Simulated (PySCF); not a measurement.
C4H3O2 (charge -1).
Atom-mapped SMILES: `[O-:1][c:2]1[cH:3][cH:4][cH:5][o:6]1` (hydrogens: H7 on C3; H8 on C4; H9 on C5)

The same species was optimised twice, with GFN2-xTB and with PBE0-D3(BJ)/def2-SVP (PySCF), and the same property calculations (PySCF, gas phase) were run on both structures.

```
  coordinate  GFN2-xTB  PBE0-D3(BJ)/def2-SVP  change
   C2–C3 (Å)     1.395                 1.414  +0.019
   C2–O6 (Å)     1.402                 1.419  +0.017
   C3–C4 (Å)     1.410                 1.427  +0.017
   O1–C2 (Å)     1.244                 1.231  -0.013
   C5–O6 (Å)     1.371                 1.363  -0.008
   C4–C5 (Å)     1.357                 1.365  +0.008
O1–C2–C3 (°)     132.9                 135.7    +2.8
C3–C2–O6 (°)     107.4                 105.5    -1.9
C2–O6–C5 (°)     107.3                 109.1    +1.8
O1–C2–O6 (°)     119.7                 118.7    -1.0
C2–C3–C4 (°)     107.6                 108.1    +0.5
C4–C5–O6 (°)     110.4                 110.1    -0.3
C3–C4–C5 (°)     107.2                 107.1    -0.1
```

Rotational constants: A = 9212, B = 3982, C = 2780 MHz (GFN2-xTB) against A = 9164, B = 3926, C = 2749 MHz (PBE0-D3(BJ)/def2-SVP). Point groups within 0.08 Å: Cs and Cs.

On the GFN2-xTB structure: HOMO (eV) 0.55 [PBE0/pcSseg-1]; LUMO (eV) 6.15 [PBE0/pcSseg-1]; GIAO shielding of O1 (ppm) 82.9 [PBE0/pcSseg-1]; GIAO shielding of C2 (ppm) 10.0 [PBE0/pcSseg-1]; GIAO shielding of C3 (ppm) 120.6 [PBE0/pcSseg-1]; GIAO shielding of C4 (ppm) 70.8 [PBE0/pcSseg-1]; GIAO shielding of C5 (ppm) 71.5 [PBE0/pcSseg-1]; GIAO shielding of O6 (ppm) 53.1 [PBE0/pcSseg-1].

Q: What do these properties become on the PBE0-D3(BJ)/def2-SVP structure?

A: 
```csv
property,level,on GFN2-xTB,on PBE0-D3(BJ)/def2-SVP,change
HOMO (eV),PBE0/pcSseg-1,0.55,0.53,-0.02
LUMO (eV),PBE0/pcSseg-1,6.15,6.14,-0.01
"energy, GFN2-xTB geometry as zero (kcal/mol)",PBE0/pcSseg-1,0.0,-0.6,-0.6
GIAO shielding of O1 (ppm),PBE0/pcSseg-1,82.9,85.1,+2.2
GIAO shielding of C2 (ppm),PBE0/pcSseg-1,10.0,10.7,+0.7
GIAO shielding of C3 (ppm),PBE0/pcSseg-1,120.6,120.0,-0.6
GIAO shielding of C4 (ppm),PBE0/pcSseg-1,70.8,70.2,-0.6
GIAO shielding of C5 (ppm),PBE0/pcSseg-1,71.5,70.1,-1.4
GIAO shielding of O6 (ppm),PBE0/pcSseg-1,53.1,43.9,-9.2
```

The heavy atoms differ by 0.020 Å rms after alignment. Among bonds between heavy atoms C2–C3 changes most (+0.019 Å). Changes are differences of the printed values. Neither structure is proved a minimum here. Geometry: PBE0-D3(BJ)/def2-SVP; no solvent, vibrations or thermal averaging. The geometry's basis has no diffuse functions, a weakness for an anion.
